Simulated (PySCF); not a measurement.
Chlorine: a sound run and one with changed settings

Sound run: Cl [Ne] 3s2 3p5, Cl⁺ [Ne] 3s2 3p4. Calculation: PySCF 2.14, in aug-cc-pVDZ-DK; the spin-free X2C one-electron Hamiltonian (Gaussian nucleus). The sound run starts from symmetry-adapted Hartree-Fock orbitals and uses a fine grid where one is needed.

Changed run: radial step 1.2 in ln r (0.13 in the sound run). This setting is unsound on purpose.

| species | method | sound run (hartree) | changed run (hartree) | converged |
| --- | --- | --- | --- | --- |
| Cl | UHF | -460.88006 | -460.88006 | yes |
| Cl | B3LYP | -461.57964 | -460.48765 | yes |
| Cl | r2SCAN | -461.52630 | -460.50859 | yes |
| Cl⁺ | UHF | -460.44602 | -460.44602 | yes |
| Cl⁺ | B3LYP | -461.09883 | -459.97049 | yes |
| Cl⁺ | r2SCAN | -461.04708 | -459.97010 | yes |

Ionisation energy of Cl:

```
method  sound run (eV)  changed run (eV)
   UHF          11.811            11.811
 B3LYP          13.083            14.073
r2SCAN          13.040            14.653
```

A coarse radial grid mis-integrates the density and the exchange-correlation energy, with errors of either sign; Hartree-Fock needs no grid.

For comparison, NIST gives 12.968 eV between the lowest levels.
